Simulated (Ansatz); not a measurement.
Fe2B (P4/mmm)

All numbers below come from Ansatz 0.2.0, DFT r2SCAN, scalar-relativistic, plane waves, PAW.

Cutoff 500 eV; k points 10×10×10 on the computed 6-atom cell (Γ-centred); Gaussian smearing, width 0.10 eV; collinear spin from starting moments 2.63 2.63 2.63 2.63 -0.2 -0.2 μB.

The structure is relaxed at this level of theory with its symmetry kept. Whether it is the stable form of this composition wasn't checked.

```yaml
crystal:
  lattice:
    - [-2.45840, 2.45840, 2.55651]
    - [2.45840, -2.45840, 2.55651]
    - [2.45840, 2.45840, -2.55651]
  atoms:
    - { symbol: Fe, position: [0.50002, 0.50002, 0.50004] }
    - { symbol: Fe, position: [0.49998, 0.00002, 0.00000] }
    - { symbol: Fe, position: [0.99998, 0.99998, 0.49996] }
    - { symbol: Fe, position: [0.00002, 0.49998, 0.00000] }
    - { symbol: B, position: [0.00000, 0.00000, 0.00000] }
    - { symbol: B, position: [0.50000, 0.50000, 0.00000] }
```

* Space group: P4/mmm (No. 123)
* Volume per atom: 10.30 Å³
* Formation energy from the elements' standard states (uncorrected): +0.112 eV/atom
* Generalised Kohn–Sham band gap: none (metal)
* Density of states at the Fermi level: 2.97 states/eV per cell
* Löwdin character within 0.5 eV of the Fermi level: Fe 3d 82 %, B 2p 12 %
* Bader charges (e): Fe (4 in the cell) 0.40, B (2 in the cell) -0.79
* Total moment: 9.51 μB per cell
* Site moments (μB; atoms counted from 1 over the whole cell): Fe (atom 1) 2.39, Fe (atom 2) 2.39, Fe (atom 3) 2.39, Fe (atom 4) 2.39, B (atom 5) -0.18, B (atom 6) -0.18

The state reached may not be the lowest one. Only parallel moments were tried here.

Only this magnetic start was tried.